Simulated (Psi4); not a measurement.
# HNO (nitroxyl) at CCSD/def2-TZVPPD

Aim: the energy change on altering one bond length of HNO (nitroxyl) at CCSD/def2-TZVPPD, from 2 runs. 

The calculation is run with Psi4 1.11.

1 further run of the same task is left out (set aside as unsound or not needed).

### Step 1. Starting point

The species is HNO (3 atoms), meant as a singlet with charge 0. As SMILES, `N=O`. The coordinates come from a PBE0-D4/def2-TZVP relaxation.

Bond lengths: N1–O2 1.190 Å, N1–H3 1.063 Å. Angles: O2–N1–H3 108.9°.

### Step 2. The energy at CCSD/def2-TZVPPD

File hno.py:

```python
import psi4

psi4.set_memory('2200 MB')
psi4.set_num_threads(1)
psi4.set_output_file('psi4.out', False)

m = psi4.geometry("""
N     -0.283700     0.312790    -0.117160
O      0.755300     0.397200     0.456500
H     -0.471600    -0.709980    -0.339350
units angstrom
symmetry c1
""")

options = {'basis': 'def2-TZVPPD', 'puream': True, 'e_convergence': 1e-09, 'd_convergence': 1e-08, 'scf_type': 'pk', 'num_frozen_docc': 2}
psi4.set_options(options)

E = psi4.energy('ccsd')
print(f'ccsd energy: {E:.10f} Eh')
```

On the command line:

```bash
$ python hno.py
```

psi4.out:

```text
[...]
  Running in c1 symmetry.
[...]
  Nuclear repulsion =   30.697191710216298
[...]
  Multiplicity = 1
[...]
  Nalpha       = 8
  Nbeta        = 8
[...]
    Number of basis functions: 94
[...]
   @RHF iter   1:  -129.81248228877905   -6.35231e-01   2.88279e-03 DIIS/ADIIS
[...]
   @RHF iter  11:  -129.84559640307063   -1.71383e-11   6.21925e-09 DIIS
[...]
    Orbital Energies [Eh]
    ---------------------
    Doubly Occupied:
       1A    -20.652764     2A    -15.711355     3A     -1.544408
       4A     -0.987495     5A     -0.751452     6A     -0.671337
       7A     -0.605049     8A     -0.423456
[...]
  @RHF Final Energy:  -129.84559640307063
   => Energetics <=
    Nuclear Repulsion Energy =             30.6971917102162983
    One-Electron Energy =                -238.3909475396704352
    Two-Electron Energy =                  77.8481594263835177
    Total Energy =                       -129.8455964030706298
[...]
 Multipole Moments:
 ------------------------------------------------------------------------------------
     Multipole            Electronic (a.u.)      Nuclear  (a.u.)        Total (a.u.)
 ------------------------------------------------------------------------------------
 L = 1.  Multiply by 2.5417464519 to convert [e a0] to [Debye]
 Dipole X            :          0.4054146           -0.8153048           -0.4098902
 Dipole Y            :          0.3396820           -0.9732402           -0.6335583
 Dipole Z            :         -0.0000000           -0.0000000           -0.0000000
 Magnitude           :                                                    0.7545900
[...]
      * MP2 total energy                      = -130.279506872164262
[...]
      * CCSD total energy                     = -130.286213834786764
```

On the terminal:

```text
ccsd energy: -130.2862138348 Eh
```

Run time: 40 s. Hardware: 1 thread of Intel Xeon at 2.50GHz (Skylake/Cascade Lake), shared host; peak memory 1 GiB.

### Step 3. The distorted shape, same level

File job.py:

```python
import psi4

psi4.set_memory(2200000000)
psi4.set_num_threads(1)
psi4.set_output_file('hno.out', False)

geom = psi4.geometry("""
0 1
N     -0.227324     0.619652    -0.050496
O      0.811676     0.704062     0.523164
H     -0.471600    -0.709980    -0.339350
symmetry c1
""")

psi4.set_options({
    'basis': 'def2-TZVPPD',
    'puream': True,
    'e_convergence': 1e-09,
    'd_convergence': 1e-08,
    'scf_type': 'pk',
    'num_frozen_docc': 2,
})

E = psi4.energy("ccsd")
print(f'ccsd energy: {E:.10f} Eh')
```

On the command line:

```bash
$ python job.py
```

hno.out:

```text
[...]
  Running in c1 symmetry.
[...]
  Nuclear repulsion =   29.605711767497866
[...]
  Multiplicity = 1
[...]
  Nalpha       = 8
  Nbeta        = 8
[...]
    Number of basis functions: 94
[...]
   @RHF iter   1:  -129.76198913906472   -7.53325e-01   3.13768e-03 ADIIS/DIIS
[...]
   @RHF iter  12:  -129.80139627105848   -1.06013e-11   6.52924e-09 DIIS
[...]
    Orbital Energies [Eh]
    ---------------------
    Doubly Occupied:
       1A    -20.671391     2A    -15.755110     3A     -1.554986
       4A     -0.948420     5A     -0.720963     6A     -0.679535
       7A     -0.618915     8A     -0.401775
[...]
  @RHF Final Energy:  -129.80139627105848
   => Energetics <=
    Nuclear Repulsion Energy =             29.6057117674978656
    One-Electron Energy =                -236.1120252040263949
    Two-Electron Energy =                  76.7049171654700359
    Total Energy =                       -129.8013962710584792
[...]
 Multipole Moments:
 ------------------------------------------------------------------------------------
     Multipole            Electronic (a.u.)      Nuclear  (a.u.)        Total (a.u.)
 ------------------------------------------------------------------------------------
 L = 1.  Multiply by 2.5417464519 to convert [e a0] to [Debye]
 Dipole X            :          0.6089159           -0.8890788           -0.2801629
 Dipole Y            :          0.8330823           -1.2530263           -0.4199440
 Dipole Z            :          0.0000000            0.0000000            0.0000000
 Magnitude           :                                                    0.5048209
[...]
      * MP2 total energy                      = -130.251006424977959
[...]
      * CCSD total energy                     = -130.257176449421934
```

Standard output:

```text
ccsd energy: -130.2571764494 Eh
```

It took 42 s on 1 thread of Intel Xeon at 2.50GHz (Skylake/Cascade Lake), shared host; peak memory 1 GiB.

### Step 4. Results

At CCSD/def2-TZVPPD, 2 core orbitals frozen:

| quantity | value |
| --- | --- |
| first shape: total energy | -130.28621 Eh |
| first shape: HOMO energy (Hartree–Fock orbitals) | -11.52 eV |
| first shape: LUMO energy (Hartree–Fock orbitals) | 2.16 eV |
| first shape: HOMO–LUMO gap (Hartree–Fock orbitals) | 13.69 eV |
| first shape: correlation energy (2 core orbitals frozen) | -440.6 mEh |
| first shape: T1 diagnostic | 0.016 |
| distorted shape: total energy | -130.25718 Eh |
| distorted shape: HOMO energy (Hartree–Fock orbitals) | -10.93 eV |
| distorted shape: LUMO energy (Hartree–Fock orbitals) | 2.01 eV |
| distorted shape: HOMO–LUMO gap (Hartree–Fock orbitals) | 12.95 eV |
| distorted shape: correlation energy (2 core orbitals frozen) | -455.8 mEh |
| distorted shape: T1 diagnostic | 0.020 |
| energy change with the N1–H3 bond stretched from 1.063 to 1.382 Å | 0.790 eV |

What this shows: With the N1–H3 bond stretched from 1.063 to 1.382 Å the energy rises by 0.79 eV (18.2 kcal/mol). The first shape isn't relaxed at this level, so the change isn't measured from a minimum. The T1 diagnostic (distorted shape) of 0.020 is above the customary mark for such species, so a single reference may not serve.
